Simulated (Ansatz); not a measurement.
# Iron, bcc: convergence with cold smearing

Computed with Ansatz, PBE, scalar-relativistic PAW, on the relaxed cell (a = 2.833 Å; ferromagnetic, net 2.16 μB per atom). Errors count from a run at 420 eV on a Γ-centred 25×25×25 mesh with Fermi-Dirac smearing of 0.05 eV, extrapolated to zero width. Fixed here: cutoff 420 eV, mesh 15×15×15.

| width (eV) | E(σ→0) error (meV/atom) | F error (meV/atom) | P (GPa) | sphere moment (μB) | SCF iterations |
| --- | --- | --- | --- | --- | --- |
| 0.01 | -0.6 | -0.6 | -0.19 | 2.22 | 11 |
| 0.1 | -0.7 | -1.0 | -0.05 | 2.23 | 10 |
| 0.2 | -1.9 | -1.5 | -0.25 | 2.22 | 12 |
| 0.3 | -3.4 | 0.9 | -0.83 | 2.20 | 12 |
| 0.6 | -4.4 | 44.2 | -3.42 | 2.15 | 12 |
| 1.0 | 69.8 | 146.1 | -6.42 | 2.01 | 18 |

**Question.** What does the run at 0.03 give (width)?

**Answer.** E(σ→0) error (meV/atom): -0.6; F error (meV/atom): -0.7; P (GPa): -0.14; sphere moment (μB): 2.22; SCF iterations: 11.
